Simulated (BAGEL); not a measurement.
**CH8AlN (SMILES [CH3][AlH2-][NH3+]) at 4 levels**

Aim: a comparison of 4 runs (B3LYP/6-31G*, B3LYP/def2-SVP, PBE0/def2-SVP, RI-MP2/def2-SVP) of CH8AlN. 

The results are computed with BAGEL 1.2.2.

20 further runs of the same task are left out: 20 set aside as unsound or not needed.

## (1) The structure to begin with

The species is CH8AlN (11 atoms), meant as a singlet with charge 0. As SMILES, `[CH3][AlH2-][NH3+]`. Geometry: a GFN2-xTB relaxation, a rough one for these elements and not checked as a minimum.

Bond lengths: C1–Al2 2.000 Å, Al2–N3 2.076 Å, C1–H4 1.097 Å, C1–H5 1.097 Å, C1–H6 1.097 Å, Al2–H7 1.567 Å, Al2–H8 1.567 Å, N3–H9 1.016 Å, N3–H10 1.016 Å, N3–H11 1.016 Å. Some angles: C1–Al2–N3 101.6°, C1–Al2–H7 120.1°, C1–Al2–H8 120.1°, N3–Al2–H7 95.5°, N3–Al2–H8 95.3°, Al2–C1–H4 111.1°, Al2–C1–H5 114.3°, Al2–C1–H6 114.2°, Al2–N3–H9 112.3°, Al2–N3–H10 107.5°.

## (2) A single-point energy at B3LYP/6-31G(d) (density fitting with qzvpp-jkfit, spherical functions) (run 1)

Contents of input.json:

```json
{ "bagel": [

{
  "title": "molecule",
  "basis": "6-31gs.json",
  "df_basis": "qzvpp-jkfit",
  "angstrom": true,
  "geometry": [
    { "atom": "C", "xyz": [      -1.346560,       0.964680,      -0.162450 ] },
    { "atom": "Al", "xyz": [      -0.405950,      -0.797600,      -0.264060 ] },
    { "atom": "N", "xyz": [       1.513040,      -0.283260,       0.338020 ] },
    { "atom": "H", "xyz": [      -2.397830,       0.868970,      -0.459310 ] },
    { "atom": "H", "xyz": [      -0.931250,       1.737890,      -0.821330 ] },
    { "atom": "H", "xyz": [      -1.370800,       1.405400,       0.842360 ] },
    { "atom": "H", "xyz": [       0.024950,      -1.380580,      -1.653690 ] },
    { "atom": "H", "xyz": [      -0.626530,      -1.871150,       0.856530 ] },
    { "atom": "H", "xyz": [       1.944050,       0.394950,      -0.284290 ] },
    { "atom": "H", "xyz": [       2.074570,      -1.130030,       0.325050 ] },
    { "atom": "H", "xyz": [       1.522310,       0.090720,       1.283160 ] }
  ]
},

{
  "title": "ks",
  "xc_func": "b3lyp"
},

{
  "title": "print",
  "file": "orbitals.molden",
  "orbitals": true
}

]}
```

The basis set 6-31G* is read from a file made from the Basis Set Exchange's data (not shown).

On the command line:

```bash
$ BAGEL_NUM_THREADS=1 BAGEL input.json > input.out
```

What it wrote:

```text
* using 1 threads per process

  ===============================================================
  ===============================================================

  *** Geometry ***

  { "atom" : "C", "xyz" : [     -2.544630,      1.822981,     -0.306986 ] },
  { "atom" : "Al", "xyz" : [     -0.767134,     -1.507246,     -0.499001 ] },
  { "atom" : "N", "xyz" : [      2.859231,     -0.535284,      0.638765 ] },
  { "atom" : "H", "xyz" : [     -4.531242,      1.642115,     -0.867970 ] },
  { "atom" : "H", "xyz" : [     -1.759807,      3.284136,     -1.552089 ] },
  { "atom" : "H", "xyz" : [     -2.590437,      2.655821,      1.591830 ] },
  { "atom" : "H", "xyz" : [      0.047149,     -2.608918,     -3.125021 ] },
  { "atom" : "H", "xyz" : [     -1.183970,     -3.535961,      1.618607 ] },
  { "atom" : "H", "xyz" : [      3.673722,      0.746347,     -0.537230 ] },
  { "atom" : "H", "xyz" : [      3.920369,     -2.135447,      0.614255 ] },
  { "atom" : "H", "xyz" : [      2.876749,      0.171436,      2.424821 ] },

  Number of auxiliary basis functions:      424

  Since a DF basis is specified, we compute 2- and 3-index integrals:
    o Being stored without compression. Storage requirement is 0.013 GB

  Number of basis functions:       62
  Number of electrons      :       34

    * METHOD: MOLECULE                             0.16

  *** Kohn-Sham DFT ***

    * Removing 19646 points whose weight is below 1.00e-10
    * Grid points: 144320

  === Nuclear Repulsion ===
   110.7446774942

       - DIIS with orbital gradients will be used.

  === KS iteration (b3lyp / 6-31gs.json) ===
      0       -320.43831231          0.14634619           0.30
      1       -322.69275781          0.11537822           0.29
      2       -305.60289806          0.16608023           0.29
      3       -335.40092214          0.11059409           0.30
      4       -339.59756054          0.04009090           0.30
      5       -340.03554681          0.01581282           0.29
      6       -340.10384780          0.00816434           0.29
      7       -340.12297021          0.00084845           0.30
      8       -340.12323801          0.00022826           0.30
      9       -340.12325092          0.00004113           0.29
     10       -340.12325134          0.00000887           0.29
     11       -340.12325136          0.00000143           0.29
     12       -340.12325136          0.00000075           0.29
     13       -340.12325136          0.00000011           0.29
     14       -340.12325136          0.00000002           0.29
     15       -340.12325136          0.00000001           0.30
     16       -340.12325136          0.00000000           0.30
    * SCF iteration converged.

    * Permanent dipole moment:
           (   -1.805608,    -0.673417,    -0.606157) a.u.

    * METHOD: KS                                   5.80

    * METHOD: PRINT                                0.01

  ===============================================================
```

Wall time 6.3 s (1 thread of Arm Neoverse V1, shared host); peak memory 0.42 GiB.

## (3) A single-point energy at B3LYP/def2-SVP (density fitting with qzvpp-jkfit) (run 2)

Contents of calc.json:

```json
{ "bagel" : [

{
  "title" : "molecule",
  "basis" : "svp",
  "df_basis" : "qzvpp-jkfit",
  "angstrom" : "true",
  "geometry" : [
    { "atom" : "C", "xyz" : [   -1.346560,    0.964680,   -0.162450 ] },
    { "atom" : "Al", "xyz" : [   -0.405950,   -0.797600,   -0.264060 ] },
    { "atom" : "N", "xyz" : [    1.513040,   -0.283260,    0.338020 ] },
    { "atom" : "H", "xyz" : [   -2.397830,    0.868970,   -0.459310 ] },
    { "atom" : "H", "xyz" : [   -0.931250,    1.737890,   -0.821330 ] },
    { "atom" : "H", "xyz" : [   -1.370800,    1.405400,    0.842360 ] },
    { "atom" : "H", "xyz" : [    0.024950,   -1.380580,   -1.653690 ] },
    { "atom" : "H", "xyz" : [   -0.626530,   -1.871150,    0.856530 ] },
    { "atom" : "H", "xyz" : [    1.944050,    0.394950,   -0.284290 ] },
    { "atom" : "H", "xyz" : [    2.074570,   -1.130030,    0.325050 ] },
    { "atom" : "H", "xyz" : [    1.522310,    0.090720,    1.283160 ] }
  ]
},
{ "title" : "ks", "xc_func" : "b3lyp" },
{ "title" : "print", "file" : "orbitals.molden", "orbitals" : "true" }

]}
```

On the command line:

```bash
$ BAGEL_NUM_THREADS=1 BAGEL calc.json > calc.out
```

What it wrote:

```text
* using 1 threads per process

  ===============================================================
  ===============================================================

  *** Geometry ***

  { "atom" : "C", "xyz" : [     -2.544630,      1.822981,     -0.306986 ] },
  { "atom" : "Al", "xyz" : [     -0.767134,     -1.507246,     -0.499001 ] },
  { "atom" : "N", "xyz" : [      2.859231,     -0.535284,      0.638765 ] },
  { "atom" : "H", "xyz" : [     -4.531242,      1.642115,     -0.867970 ] },
  { "atom" : "H", "xyz" : [     -1.759807,      3.284136,     -1.552089 ] },
  { "atom" : "H", "xyz" : [     -2.590437,      2.655821,      1.591830 ] },
  { "atom" : "H", "xyz" : [      0.047149,     -2.608918,     -3.125021 ] },
  { "atom" : "H", "xyz" : [     -1.183970,     -3.535961,      1.618607 ] },
  { "atom" : "H", "xyz" : [      3.673722,      0.746347,     -0.537230 ] },
  { "atom" : "H", "xyz" : [      3.920369,     -2.135447,      0.614255 ] },
  { "atom" : "H", "xyz" : [      2.876749,      0.171436,      2.424821 ] },

  Number of auxiliary basis functions:      424

  Since a DF basis is specified, we compute 2- and 3-index integrals:
    o Being stored without compression. Storage requirement is 0.025 GB

  Number of basis functions:       86
  Number of electrons      :       34

    * METHOD: MOLECULE                             0.18

  *** Kohn-Sham DFT ***

    * Removing 19646 points whose weight is below 1.00e-10
    * Grid points: 144320

  === Nuclear Repulsion ===
   110.7446774942

       - DIIS with orbital gradients will be used.

  === KS iteration (b3lyp / svp) ===
      0       -318.40485514          0.10717685           0.39
      1       -317.42316664          0.11833968           0.37
      2       -292.06058196          0.15346981           0.37
      3       -333.74534241          0.10938818           0.38
      4       -339.60233705          0.02845137           0.38
      5       -339.94797318          0.00954805           0.37
      6       -339.96645421          0.00900344           0.38
      7       -339.99924120          0.00149772           0.38
      8       -340.00035843          0.00051938           0.38
      9       -340.00047237          0.00014601           0.38
     10       -340.00048127          0.00002241           0.38
     11       -340.00048148          0.00000562           0.38
     12       -340.00048149          0.00000069           0.38
     13       -340.00048149          0.00000017           0.38
     14       -340.00048149          0.00000006           0.39
     15       -340.00048149          0.00000003           0.38
     16       -340.00048149          0.00000001           0.38
    * SCF iteration converged.

    * Permanent dipole moment:
           (   -1.798906,    -0.663900,    -0.602176) a.u.

    * METHOD: KS                                   7.34

    * METHOD: PRINT                                0.02

  ===============================================================
```

Run time: 7.8 s. Hardware: 1 thread of Arm Neoverse V1, shared host; peak memory 0.54 GiB.

Run 3 isn't shown in full; the table further down has it.

## (4) The energy at RI-MP2/def2-SVP (density fitting with qzvpp-jkfit) (run 4)

Contents of mp2.json:

```json
{ "bagel" : [

{
  "title" : "molecule",
  "basis" : "svp",
  "df_basis" : "qzvpp-jkfit",
  "angstrom" : "true",
  "geometry" : [
    { "atom" : "C", "xyz" : [      -1.346560,       0.964680,      -0.162450 ] },
    { "atom" : "Al", "xyz" : [      -0.405950,      -0.797600,      -0.264060 ] },
    { "atom" : "N", "xyz" : [       1.513040,      -0.283260,       0.338020 ] },
    { "atom" : "H", "xyz" : [      -2.397830,       0.868970,      -0.459310 ] },
    { "atom" : "H", "xyz" : [      -0.931250,       1.737890,      -0.821330 ] },
    { "atom" : "H", "xyz" : [      -1.370800,       1.405400,       0.842360 ] },
    { "atom" : "H", "xyz" : [       0.024950,      -1.380580,      -1.653690 ] },
    { "atom" : "H", "xyz" : [      -0.626530,      -1.871150,       0.856530 ] },
    { "atom" : "H", "xyz" : [       1.944050,       0.394950,      -0.284290 ] },
    { "atom" : "H", "xyz" : [       2.074570,      -1.130030,       0.325050 ] },
    { "atom" : "H", "xyz" : [       1.522310,       0.090720,       1.283160 ] }
  ]
},

{ "title" : "hf", "charge" : 0 },

{ "title" : "mp2", "charge" : 0, "ncore" : 7 }

]}
```

On the command line:

```bash
$ BAGEL_NUM_THREADS=1 BAGEL mp2.json > mp2.out
```

What it wrote:

```text
* using 1 threads per process

  ===============================================================
  ===============================================================

  *** Geometry ***

  { "atom" : "C", "xyz" : [     -2.544630,      1.822981,     -0.306986 ] },
  { "atom" : "Al", "xyz" : [     -0.767134,     -1.507246,     -0.499001 ] },
  { "atom" : "N", "xyz" : [      2.859231,     -0.535284,      0.638765 ] },
  { "atom" : "H", "xyz" : [     -4.531242,      1.642115,     -0.867970 ] },
  { "atom" : "H", "xyz" : [     -1.759807,      3.284136,     -1.552089 ] },
  { "atom" : "H", "xyz" : [     -2.590437,      2.655821,      1.591830 ] },
  { "atom" : "H", "xyz" : [      0.047149,     -2.608918,     -3.125021 ] },
  { "atom" : "H", "xyz" : [     -1.183970,     -3.535961,      1.618607 ] },
  { "atom" : "H", "xyz" : [      3.673722,      0.746347,     -0.537230 ] },
  { "atom" : "H", "xyz" : [      3.920369,     -2.135447,      0.614255 ] },
  { "atom" : "H", "xyz" : [      2.876749,      0.171436,      2.424821 ] },

  Number of auxiliary basis functions:      424

  Since a DF basis is specified, we compute 2- and 3-index integrals:
    o Being stored without compression. Storage requirement is 0.025 GB

  Number of basis functions:       86
  Number of electrons      :       34

    * METHOD: MOLECULE                             0.19

  *** RHF ***

  === Nuclear Repulsion ===
   110.7446774942

      * DIIS with orbital gradients will be used.

  === RHF iteration (svp) ===
      0       -338.59761777          0.01776635           0.04
      1       -338.73456439          0.00873778           0.04
      2       -338.76668114          0.00134324           0.04
      3       -338.76797517          0.00025375           0.04
      4       -338.76801129          0.00007686           0.04
      5       -338.76801502          0.00001293           0.04
      6       -338.76801522          0.00000323           0.04
      7       -338.76801523          0.00000071           0.04
      8       -338.76801523          0.00000019           0.04
      9       -338.76801523          0.00000007           0.04
     10       -338.76801523          0.00000002           0.04
     11       -338.76801523          0.00000000           0.04
    * SCF iteration converged.

    * Permanent dipole moment:
           (   -1.824818,    -0.651604,    -0.606469) a.u.

    * METHOD: HF                                   0.63

  *** RHF ***

  === Nuclear Repulsion ===
   110.7446774942

      * DIIS with orbital gradients will be used.

  === RHF iteration (svp) ===
      0       -338.76801523          0.00000000           0.04
    * SCF iteration converged.

    * Permanent dipole moment:
           (   -1.824818,    -0.651604,    -0.606469) a.u.

  === DF-MP2 calculation ===

    * freezing 7 orbitals
    * 3-index integral transformation done
    * assembly done

      MP2 correlation energy:   -0.4125922898      0.03

      MP2 total energy:       -339.1806075166

    * METHOD: MP2                                  0.12

  ===============================================================
```

Wall time 1.1 s (1 thread of Arm Neoverse V1, shared host); peak memory 0.1 GiB.

## (5) The series

```csv
run,level,frozen core orbitals,energy (Eh),dipole moment (D),HOMO energy (eV),LUMO energy (eV),wall time
1,"B3LYP/6-31G* (density fitting with qzvpp-jkfit, spherical functions)",–,-340.123251,5.13,-6.74,0.17,6.3 s
2,B3LYP/def2-SVP (density fitting with qzvpp-jkfit),–,-340.000481,5.11,-6.90,0.02,7.8 s
3,PBE0/def2-SVP (density fitting with qzvpp-jkfit),–,-339.736575,5.13,-7.15,0.37,7.5 s
4,RI-MP2/def2-SVP (density fitting with qzvpp-jkfit),7,-339.180608,–,–,–,1.1 s
```

## (6) What came out

| quantity | value |
| --- | --- |
| run 4: total energy | -339.18061 Eh |
| run 4: correlation energy (7 core orbitals frozen) | -412.6 mEh |

In words: Over runs 1, 2, 3 the dipole moment (its size) runs from 5.11 D (B3LYP/def2-SVP) to 5.13 D (B3LYP/6-31G*). Over runs 1, 2, 3 the HOMO–LUMO gap runs from 6.91 eV (B3LYP/6-31G*) to 7.53 eV (PBE0/def2-SVP). The two ends differ in method and basis. Totals of different functionals can't be ranked against each other. All runs together took 23 s, the longest 7.8 s.
